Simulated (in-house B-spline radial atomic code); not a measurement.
Values are calculated unless marked as measured or tabulated.
## H ion on N atom: potential, deflection and energy transfer

The pair potential comes from two frozen, spherical free-atom densities (PBE, B-spline radial code, scalar-relativistic past argon): electrostatics plus the change in Thomas-Fermi kinetic and Dirac exchange energy where they overlap, the recipe behind the universal ZBL potential, which averages such potentials (from solid-state densities) over many pairs. It is written V = (Z1 Z2 e²/r) φ(r/a), with e² = 14.3996 eV·Å and a = 0.46850 Å/(Z1^0.23 + Z2^0.23); ZBL's fit is φ = 0.18175 e^(−3.1998x) + 0.50986 e^(−0.94229x) + 0.28022 e^(−0.4029x) + 0.02817 e^(−0.20162x). Where φ falls below 4e-4 it is continued as an exponential.

Masses 1.01 and 14.01 u.

```json
{"x = r/a": "0.1", "φ, this pair": "0.9108", "φ, ZBL": "0.8928"}
{"x = r/a": "0.5", "φ, this pair": "0.6543", "φ, ZBL": "0.6096"}
{"x = r/a": "1.5", "φ, this pair": "0.3741", "φ, ZBL": "0.2995"}
{"x = r/a": "3", "φ, this pair": "0.16", "φ, ZBL": "0.1292"}
{"x = r/a": "5", "φ, this pair": "0.05624", "φ, ZBL": "0.05224"}
{"x = r/a": "8", "φ, this pair": "0.01523", "φ, ZBL": "0.01705"}
{"x = r/a": "12", "φ, this pair": "0.002012", "φ, ZBL": "0.00474"}
```

Task: At x = 2 the electrostatic, kinetic and exchange parts are 51.89, 33.65 and -7.21 eV. Find r, V and φ.

Result: a = 0.46850/(1.0000 + 1.5645) = 0.18269 Å, so r = 0.36537 Å. V = 51.89 + 33.65 + (-7.21) = 78.33 eV. The bare repulsion is 1 × 7 × 14.3996/0.36537 = 275.87 eV, so φ = 0.2839, +28.0 % against ZBL's 0.2218. The kinetic (Pauli) term is 43 % of V here.

Task: The ion comes in at 0.5915 keV with impact parameter 0.0913 Å. The scattering integral gives a centre-of-mass angle of 66.22° and a closest approach of 0.8334 a. What are the reduced energy, the energy passed on and the laboratory angles?

Result: ε = E a M2/(Z1 Z2 e² (M1 + M2)) = 591.5 × 1.6906e-03 = 1. The most that one collision can pass on is γE with γ = 4 M1 M2/(M1 + M2)² = 0.2509. Here T = γE sin²(θ/2) = 0.2509 × 591.5 × 0.2984 = 44.29 eV. The ion turns by arctan(sin θ/(cos θ + M1/M2)) = 62.6°, and the struck atom leaves at (180° − θ)/2 = 56.9°. The closest approach is 0.152 Å. With ZBL the angle would be 63.04° and T = 40.56 eV.
